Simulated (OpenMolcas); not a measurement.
# PBE/ANO-R2 (sfX2C, RICD fitting) run of C2H7P (SMILES CPC)

What is the vertical ionisation energy of C2H7P at PBE/ANO-R2 (sfX2C, RICD fitting)? 

The results are computed with OpenMolcas 26.06.

## Step 1: The molecule

C2H7P: 10 atoms, total charge 0, spin state singlet. As SMILES, `CPC`. Geometry: relaxed at PBE0-D4/def2-TZVP.

Bond lengths: C1–P2 1.844 Å, P2–C3 1.844 Å, C1–H4 1.092 Å, C1–H5 1.092 Å, C1–H6 1.092 Å, P2–H7 1.422 Å, C3–H8 1.092 Å, C3–H9 1.092 Å, C3–H10 1.092 Å. Some angles: C1–P2–C3 100.2°, C1–P2–H7 97.1°, C3–P2–H7 97.1°, P2–C1–H4 113.1°, P2–C1–H5 109.3°, P2–C1–H6 108.8°, P2–C3–H8 108.8°, P2–C3–H9 109.3°, P2–C3–H10 113.1°, H4–C1–H5 109.1°.

## Step 2: The energy at PBE/ANO-R2 (sfX2C, RICD fitting)

Contents of job.inp:

```
>>> EXPORT MOLCAS_PRINT=2

&GATEWAY
  Coord
  10
  bohr
  C     -1.77613469     1.06344338    -1.72386486
  P      1.21271284     1.61002776    -0.01906734
  C      1.22803852    -1.15409354     2.10171560
  H     -1.97516064    -0.87261883    -2.40887169
  H     -1.89632127     2.36002227    -3.32402825
  H     -3.35152377     1.48736564    -0.45924124
  H      2.85178569     0.59874083    -1.89242843
  H     -0.17158713    -0.85963641     3.59004500
  H      3.07541588    -1.30995815     3.00670544
  H      0.80279345    -2.92331183     1.12897908
  Basis=ANO-R2
  Group=NoSym
  RICD

&SEWARD
  GridInput
  Grid=Coarse
  End of Grid

&SCF
  KSDFT=PBE
  PrOrbitals=0
```

Run with:

```
$ export MOLCAS_MEM=1860
$ pymolcas job.inp > job.log
```

Output:

```text
--- Start Module: gateway ---
[...]
--- Stop Module: gateway /rc=_RC_ALL_IS_WELL_ ---
[...]
--- Start Module: seward ---
[...]
      Basis functions          203
--- Stop Module: seward /rc=_RC_ALL_IS_WELL_ ---
[...]
--- Start Module: scf ---
[...]
       Convergence after  14 Iterations
[...]
::    Total KS-DFT energy                            -422.4005451845
[...]
      Total spin, S                                     0.0000000000
[...]
      Total electronic charge=   34.000000
      Total            charge=   -0.000000
[...]
      Dipole Moment (debye):
      Origin of the operator (angstrom)=    0.2586    0.4031    0.0306
                   X= -6.1075E-01               Y= -1.0999E+00               Z= -1.5794E-01           Total=  1.2680E+00
      Quadrupole Moment (debye*angstrom):
[...]
--- Stop Module: scf /rc=_RC_ALL_IS_WELL_ ---
[...]
```

It took 42 s on 1 thread of Arm Neoverse N1, shared host; peak memory 0.47 GiB.

## Step 3: The doublet cation, same level

Contents of job.inp:

```
* C2H7P Kohn-Sham DFT

&GATEWAY
 Coord
 10
 bohr
 C     -1.77613469     1.06344338    -1.72386486
 P      1.21271284     1.61002776    -0.01906734
 C      1.22803852    -1.15409354     2.10171560
 H     -1.97516064    -0.87261883    -2.40887169
 H     -1.89632127     2.36002227    -3.32402825
 H     -3.35152377     1.48736564    -0.45924124
 H      2.85178569     0.59874083    -1.89242843
 H     -0.17158713    -0.85963641     3.59004500
 H      3.07541588    -1.30995815     3.00670544
 H      0.80279345    -2.92331183     1.12897908
 Basis = ANO-R2
 Group = NoSym
 RICD

&SEWARD
 GridInput
 Grid=Coarse
 End of Grid

&SCF
 UHF
 Charge = 1
 Spin = 2
 KSDFT = PBE
 PrOrbitals = 0
```

Run with:

```
$ export MOLCAS_MEM=1860
$ pymolcas job.inp > job.log
```

Output:

```text
--- Start Module: gateway ---
[...]
--- Stop Module: gateway /rc=_RC_ALL_IS_WELL_ ---
[...]
--- Start Module: seward ---
[...]
      Basis functions          203
--- Stop Module: seward /rc=_RC_ALL_IS_WELL_ ---
[...]
--- Start Module: scf ---
[...]
       Convergence after  15 Iterations
[...]
::    Total KS-DFT energy                            -422.0774720347
[...]
      Total spin, S                                     0.5012577853
[...]
      Total electronic charge=   33.000000
      Total            charge=    1.000000
[...]
      Dipole Moment (debye):
      Origin of the operator (angstrom)=    0.2586    0.4031    0.0306
                   X=  1.0058E-02               Y= -3.1868E-01               Z= -1.9261E-01           Total=  3.7250E-01
      Center of Charge (angstrom)
[...]
--- Stop Module: scf /rc=_RC_ALL_IS_WELL_ ---
[...]
```

Wall time 53 s (1 thread of Arm Neoverse N1, shared host); peak memory 0.48 GiB.

## Step 4: Results

Level: PBE/ANO-R2 (sfX2C, RICD fitting).

```
                                          quantity          value
                       singlet C2H7P: total energy  -422.40055 Eh
                      singlet C2H7P: dipole moment         1.27 D
                        singlet C2H7P: HOMO energy       -5.51 eV
                        singlet C2H7P: LUMO energy       -0.43 eV
                      singlet C2H7P: HOMO–LUMO gap        5.08 eV
                      doublet cation: total energy  -422.07747 Eh
doublet cation: HOMO energy (highest over α and β)      -13.60 eV
 doublet cation: LUMO energy (lowest over α and β)      -11.95 eV
                              doublet cation: ⟨S²⟩          0.753
vertical ionisation energy (to the doublet cation)       8.791 eV
```

What this shows: Removing an electron at fixed nuclei costs 8.79 eV (848 kJ/mol). −ε(HOMO) before ionisation, 5.51 eV, is 3.28 eV below this ionisation energy. Mulliken charges (singlet C2H7P) run from -0.15 on C1 to +0.20 on P2; they depend strongly on the basis.
